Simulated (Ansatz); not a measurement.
**MgSiH3+: single points off equilibrium**

One table from this session's results is given with a row withheld; the runs are named, their logs left out.

Computed with Ansatz 0.2.0, Gaussian basis. Level: single points in def2-TZVPP.

Correlated methods freeze the cores. The outer core shell of Li, Na, Mg and K is correlated.

## Starting geometry

SMILES `[MgH][SiH2+]`, 5 atoms, charge 1, spin multiplicity 1.

Atoms are counted from 1 here; the program's logs count them from 0.

Bond lengths: Mg1–Si2 2.799 Å, Mg1–H3 1.401 Å, Si2–H4 1.443 Å, Si2–H5 1.485 Å. Angles: Si2–Mg1–H3 177.6°, Mg1–Si2–H4 132.1°, Mg1–Si2–H5 129.9°, H4–Si2–H5 97.7°.

Geometry (Å):

```xyz
5
charge 1, multiplicity 1
Mg    0.6233   -1.3891    0.9319
Si   -0.3496    0.7640   -0.5695
H     1.1557   -2.4693    1.6480
H    -1.5524    0.9345   -1.3480
H     0.1577    2.1550   -0.6794
```

Set-up of the first run:

The input, run/in.yaml:

```yaml
crystal:
  periodic: [false, false, false]
  atoms:
    - {symbol: Mg, position_ang: [0.623300, -1.389100, 0.931900]}
    - {symbol: Si, position_ang: [-0.349600, 0.764000, -0.569500]}
    - {symbol: H, position_ang: [1.155700, -2.469300, 1.648000]}
    - {symbol: H, position_ang: [-1.552400, 0.934500, -1.348000]}
    - {symbol: H, position_ang: [0.157700, 2.155000, -0.679400]}
basis:
  gaussian: {orbitals: def2-TZVPP}
total_charge: 1
correlation: {method: ccsd_t}
output: {forces: true}
```

No record of the launch command was kept for these runs.

Steps of the session up to this table: CCSD(T)/def2-TZVPP; PBE0-D4/def2-TZVPP; wB97M-V/def2-TZVPP; r2SCAN-D4/def2-TZVPP; PBE-D4/def2-TZVPP; CAM-B3LYP-D4/def2-TZVPP; LC-wPBE/def2-TZVPP.

One table of the session follows, with a row left open; its other results are not shown here.

```
      method  RMS force component (eV/Å)  angle to CCSD(T) forces (°)
     CCSD(T)                       1.709                    reference
     PBE0-D4                           ?                            ?
     wB97M-V                       1.683                          1.3
   r2SCAN-D4                       1.752                          1.4
      PBE-D4                       1.747                          4.8
CAM-B3LYP-D4                       1.687                          0.7
     LC-wPBE                       1.730                          0.5
```

Q: Estimate the row for PBE0-D4 from the others.

As computed: RMS force component (eV/Å): 1.741; angle to CCSD(T) forces (°): 1.8. In the column «RMS force component (eV/Å)» it lies between LC-wPBE (1.730) and PBE-D4 (1.747).
